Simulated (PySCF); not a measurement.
# CH4Si (SMILES C=[SiH2]) at 3 levels

We compute a comparison of 3 runs (PBE/STO-3G, CISD/STO-3G, UCCSD(T)/STO-3G) of CH4Si. 

The calculation is run with PySCF 2.14.0.

2 further runs of the same task are left out: 2 set aside as unsound or not needed.

## Step 1: The structure to begin with

The species is CH4Si (6 atoms), meant as a singlet with charge 0. SMILES: `C=[SiH2]`. The Si2–H6 distance was set to 2.625 Å, away from the relaxed value. At this shape a bond of the SMILES string is far longer than usual.

Bond lengths: C1–Si2 1.748 Å, C1–H3 1.077 Å, C1–H4 1.077 Å, Si2–H5 1.458 Å. Angles: C1–Si2–H5 124.5°, Si2–C1–H3 122.4°, Si2–C1–H4 122.5°, H3–C1–H4 115.0°.

## Step 2: The energy at PBE/STO-3G (run 1)

Contents of input.py:

```python
from pyscf import gto, dft

molecule = gto.M(
    atom=[
    ('C', (-1.486367, -1.053110, 0.473745)),
    ('Si', (-0.136407, -0.054190, 0.957105)),
    ('H', (-2.156187, -1.502560, 1.186975)),
    ('H', (-1.710597, -1.264110, -0.557895)),
    ('H', (0.205303, 0.260020, 2.339595)),
    ('H', (1.545870, 1.084200, -0.705300)),
],
    spin=0,
    basis='sto-3g',
    max_memory=1860,
    verbose=3,
)

ks = dft.RKS(molecule, xc='pbe')
ks.grids.level = 5
ks.conv_tol = 1e-10
ks.kernel()
if not ks.converged:
    ks = ks.newton().run(ks.mo_coeff, ks.mo_occ)

etot = ks.e_tot
print(f'total energy: {etot:.8f} hartree')
```

On the command line:

```
$ OMP_NUM_THREADS=1 python input.py
```

The log of the run:

```text
converged SCF energy = -325.688315248584
total energy: -325.68831525 hartree
```

It took 4.5 s on 1 thread of Arm Neoverse V1, shared host; peak memory 0.19 GiB.

## Step 3: A single-point energy at CISD/STO-3G (run 2)

Contents of job.py:

```python
from pyscf import gto, scf, ci

system = gto.M(
    atom='''
C     -2.808827    -1.990089     0.895248
Si    -0.257772    -0.102404     1.808666
H     -4.074603    -2.839427     2.243058
H     -3.232560    -2.388822    -1.054269
H      0.387966     0.491367     4.421194
H      2.921271     2.048841    -1.332824
''',
    max_memory=1860,
    basis='sto-3g',
    charge=0,
    unit='bohr',
    verbose=3,
    spin=0,
)

mf = scf.RHF(system)
mf.conv_tol = 1e-10
mf.kernel()
if not mf.converged:
    mf = mf.newton().run(mf.mo_coeff, mf.mo_occ)

cisd = ci.CISD(mf, frozen=6)
cisd.kernel()
e_final = cisd.e_tot
print('E = %.10f Eh' % e_final)
```

On the command line:

```
$ OMP_NUM_THREADS=1 python job.py
```

The log of the run:

```text
converged SCF energy = -324.97346949526
E(RCISD) = -325.1822638131184  E_corr = -0.2087943178587708
E = -325.1822638131 Eh
```

It took 0.73 s on 1 thread of Arm Neoverse V1, shared host; peak memory 0.1 GiB.

## Step 4: A single-point energy at UCCSD(T)/STO-3G (run 3)

Contents of job.py:

```python
from pyscf import gto, scf, cc

molecule = gto.Mole()
molecule.atom = '''
C     -2.808827    -1.990089     0.895248
Si    -0.257772    -0.102404     1.808666
H     -4.074603    -2.839427     2.243058
H     -3.232560    -2.388822    -1.054269
H      0.387966     0.491367     4.421194
H      2.921271     2.048841    -1.332824
'''
molecule.basis = 'sto-3g'
molecule.verbose = 3
molecule.max_memory = 1860
molecule.unit = 'bohr'
molecule.build()

hf = scf.UHF(molecule)
hf.conv_tol = 1e-10
hf.kernel()
if not hf.converged:
    hf = hf.newton().run(hf.mo_coeff, hf.mo_occ)
for _ in range(3):
    mo, _, stable, _ = hf.stability(return_status=True)
    if stable:
        break
    hf.kernel(hf.make_rdm1(mo, hf.mo_occ))

mycc = cc.CCSD(hf, frozen=6)
mycc.kernel()
e_t = mycc.ccsd_t()
energy = mycc.e_tot + e_t
print(f'total energy: {energy:.8f} hartree')
```

On the command line:

```
$ OMP_NUM_THREADS=1 python job.py
```

The log of the run:

```text
converged SCF energy = -324.973469495269  <S^2> = 9.0157215e-11  2S+1 = 1
<class 'pyscf.scf.uhf.UHF'> wavefunction has an internal instability
converged SCF energy = -325.058193776302  <S^2> = 0.90980665  2S+1 = 2.1538864
<class 'pyscf.scf.uhf.UHF'> wavefunction has an internal instability
converged SCF energy = -325.093977911363  <S^2> = 1.5665198  2S+1 = 2.6955666
<class 'pyscf.scf.uhf.UHF'> wavefunction is stable in the internal stability analysis
E(UCCSD) = -325.2164369749643  E_corr = -0.1224590636012824
UCCSD(T) correction = -0.00254704460443428
total energy: -325.21898402 hartree
```

Run time: 1.3 s. Hardware: 1 thread of Arm Neoverse V1, shared host; peak memory 0.12 GiB.

## Step 5: All runs side by side

| run | level | integration grid | frozen core orbitals | energy (Eh) | dipole moment (D) of the reference | HOMO energy (eV) | LUMO energy (eV) | wall time |
| --- | --- | --- | --- | --- | --- | --- | --- | --- |
| 1 | PBE/STO-3G | 5 | – | -325.688315 | 0.76 | -2.58 | -0.73 | 4.5 s |
| 2 | CISD/STO-3G | – | 6 | -325.182264 | 1.05 | -5.73 | 3.48 | 0.73 s |
| 3 | UCCSD(T)/STO-3G | – | 6 | -325.218984 | 0.74 | -5.60 | 6.39 | 1.3 s |

## Step 6: Results

```
                                          quantity          value
                               run 3: total energy  -325.21898 Eh
       run 3: dipole moment (Hartree–Fock density)         0.74 D
        run 3: HOMO energy (Hartree–Fock orbitals)       -5.60 eV
        run 3: LUMO energy (Hartree–Fock orbitals)        6.39 eV
      run 3: HOMO–LUMO gap (Hartree–Fock orbitals)       11.99 eV
run 3: correlation energy (6 core orbitals frozen)     -125.0 mEh
                             run 3: (T) correction      -2.55 mEh
          run 3: ⟨S²⟩ of the reference determinant          1.567
                              run 3: T1 diagnostic          0.085
```

In runs 1, 2, 3 the basis is minimal, so the values are rough. In runs 1, 2 a closed-shell determinant meets a far-stretched bond, which it describes badly. Spin contamination of the reference: run 3 ⟨S²⟩ = 1.57. Where it is this large, the reference is a mixture of spin states, and values that rest on it are in doubt. All runs together took 6.6 s, the longest 4.5 s.
